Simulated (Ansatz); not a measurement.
**Cost against result**

The pair of HF (SMILES F, atoms 1–2) and SiH3Cl (SMILES [SiH3]Cl, atoms 3–7), both closed shells, in one local arrangement (a lower one may exist), relaxed at PBE0-D4/def2-TZVP:

```xyz
7
angstrom
F -0.4753 -0.7339 -2.3771
H -0.5927 0.0842 -1.9538
Si 0.2705 0.0172 0.9477
Cl -0.5191 1.5335 -0.2309
H 1.5392 -0.4192 0.3288
H -0.7205 -1.0777 0.9955
H 0.4979 0.5958 2.2900
```

Interaction energies are counterpoise-corrected; the time is that of the whole pair.

Ansatz 0.2.0; basis: as named in each row; cores frozen in the correlated methods. B3LYP uses VWN-RPA correlation. Extrapolation: Hartree–Fock as exp(−7.88 √X), correlation as X^−2.97.

Times are rough, for one single point on 2 threads of a shared host (Arm Neoverse V1).

The estimate by CCSD(T) at an estimated basis limit (MP2 extrapolated from triple and quadruple zeta, plus CCSD(T) − MP2 in triple zeta) is -14.3 kJ/mol.

```tsv
method	basis	time (s)	interaction energy (kJ/mol)	method less estimate
HF	STO-3G	under 1	4.6	18.9
PBE-D4	STO-3G	under 1	-5.1	9.2
SPW92	def2-SVP	under 1	-25.8	-11.6
B3LYP-D4	6-31G	under 1	-15.2	-0.9
PBE-D4	def2-SVP	under 1	-16.9	-2.6
PBE0-D4	def2-SVP	under 1	-16.1	-1.8
CCSD(T)	def2-SVP	1	-6.9	7.4
PBE-D4	def2-TZVPPD	2	-17.2	-2.9
revPBE-D4	def2-TZVPPD	2	-13.7	0.5
BLYP-D4	def2-TZVPPD	3	-14.7	-0.5
HSE06-D4	def2-TZVPPD	3	-16.1	-1.9
PBE0-D4	def2-TZVPPD	3	-16.2	-2.0
B3LYP-D4	def2-TZVPPD	3	-15.4	-1.1
wB97M-V	def2-SVP	4	-14.7	-0.5
r2SCAN-D4	def2-TZVPPD	5	-17.0	-2.8
B2PLYP	def2-TZVPPD	6	-12.0	2.3
wB97X-V	def2-TZVPPD	8	-15.3	-1.1
B97M-V	def2-TZVPPD	9	-14.7	-0.5
wB97M-V	def2-TZVPPD	10	-15.2	-1.0
MP2	def2-QZVPPD	14	-13.7	0.6
CCSD(T)	def2-TZVPPD	60	-12.1	2.2
```

No T1 diagnostic of these runs exceeds 0.011.
